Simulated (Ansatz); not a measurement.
`CCCCF` → `CCC` + `[CH]F` at 298.15 K and 1 bar (formal loss of a carbene).

Calculated with Ansatz (gas phase, PBE0-D4/def2-TZVP geometries, no zero-point term in ΔE). CBS: MP2 limit from def2 TZ/QZ plus the TZ coupled-cluster correction, frozen cores. This one scheme is used for every species. Each species was taken in one conformer, which may not be the lowest.

```tsv
species	CCSD(T)/CBS energy (Eh)	H − E (kJ/mol)	S (J/(mol·K))
`CCCCF`	-257.42327	348.0	326.5
`CCC`	-118.98051	285.9	268.4
`[CH]F`	-138.29972	42.7	223.2
```

H − E and S are ideal-gas, rigid-rotor, harmonic terms from PBE0-D4/def2-TZVP, for one conformer and one mirror image of each species. 1 Eh = 2625.50 kJ/mol, R = 8.31446 J/(mol·K).

Problem. By hand: ΔE, ΔH, ΔS and ΔG.

Solution. ΔE = (-118.98051) + (-138.29972) − (-257.42327) = 0.14304 Eh = 375.6 kJ/mol. Δ(H − E) = 285.9 + 42.7 − 348.0 = -19.4, so ΔH = 356.2 kJ/mol. ΔS = 268.4 + 223.2 − 326.5 = 165.1 J/(mol·K). ΔG = 356.2 − 298.15 × (165.1)/1000 = 307.0 kJ/mol.

Problem. By hand: the equilibrium constant, and the temperature at which ΔG would vanish if ΔH and ΔS stayed fixed.

Solution. log₁₀ K = −ΔG/(RT ln 10) = -53.8. ΔG = 0 at ΔH/ΔS = 2157 K.

The number of gas molecules changes by +1, which sets the sign of ΔS. A doubt of 5 kJ/mol in ΔE shifts log₁₀ K by 0.9 here. Other conformers and mirror images would add mixing entropy, several J/(mol·K) or more a flexible species. These are equilibria of isolated gas molecules and say nothing of rates. Largest T1 diagnostic: 0.018 (customary marks: 0.02 for closed shells, 0.045 for open ones).
